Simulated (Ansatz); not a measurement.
# Te2V: the cost of one run

Computed with Ansatz 0.2.0, Gaussian basis. Level: the settings change from run to run.

4 further runs of the same task are left out: 1 for a known fault of the program, 1 that didn't finish, 2 set aside as unsound or not needed. Runs told in other sessions of the task aren't counted.

## Step 1: The molecule

An earlier PBE0-D4 in a triple-zeta def2 set relaxation fixed the geometry. Te takes a core potential in def2 sets; no spin-orbit term is included.

3 atoms, charge 0, spin multiplicity 2.

Atoms are counted from 1 here; the program's logs count them from 0.

Bond lengths: V1–Te2 2.566 Å, V1–Te3 2.566 Å, Te2–Te3 2.758 Å. Angles: Te2–V1–Te3 65.0°, V1–Te2–Te3 57.5°, V1–Te3–Te2 57.5°.

Geometry (Å):

```
V    -0.6117   -1.3064    0.0005
Te   -0.9429    1.2379   -0.0195
Te    1.5545    0.0685    0.0190
```

## Step 2: CAM-B3LYP/def2-SVPD

Set apart from the defaults: finite nuclei.

Contents of in.yaml:

```yaml
crystal:
  periodic: [false, false, false]
  atoms:
    - {symbol: V, position_ang: [-0.611674, -1.306364, 0.000482]}
    - {symbol: Te, position_ang: [-0.942864, 1.237882, -0.019454]}
    - {symbol: Te, position_ang: [1.554538, 0.068483, 0.018982]}
basis:
  gaussian: {orbitals: def2-SVPD, nuclear_model: gaussian}
magnetization: {spin_polarized: true, initial_magnetization: 1}
hamiltonian: {xc: {name: CAM-B3LYP}}
output: {forces: true}
```

The run is started by

```bash
ansatz run in.yaml --threads 4 --pin off --events-out ev --progress --plain --max-ram 3916MiB
```

Q: Estimate wall time and peak memory on 4 threads of Arm Neoverse V2, shared host.

About 82 s, with a peak of 0.64 GiB.
